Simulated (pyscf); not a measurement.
Thermochemistry of product channels of InH₃ + silanol (HO–SiH₃) on the singlet surface, in kcal/mol, from ωB97M-D3(BJ)/def2-TZVP energies (ideal gas, 1 atm, RRHO with modes under 100 cm⁻¹ raised to 100, one conformer, R ln 2 for chiral ones without a mode under 150 cm⁻¹). Structures and frequencies: ωB97X-D3(BJ)/def2-SVP in PySCF.

| products | ΔE | ΔH(298 K) | ΔG(600 K) | ΔG(900 K) |
|---|---|---|---|---|
| HO–InH₂ + silane (SiH₄) | +10.9 | +11.4 | +12.2 | +12.6 |
| H₃Si–O–InH₂ + hydrogen (H₂) | -8.9 | -10.6 | -8.7 | (withheld) |

Question: Some entries are withheld; supply them.

Answer: 
- H₃Si–O–InH₂ + hydrogen (H₂), ΔG(900 K): -8.4

These are energies of the channels, which say nothing of barriers. Elements past Kr carry the def2 core potentials, without spin-orbit coupling.
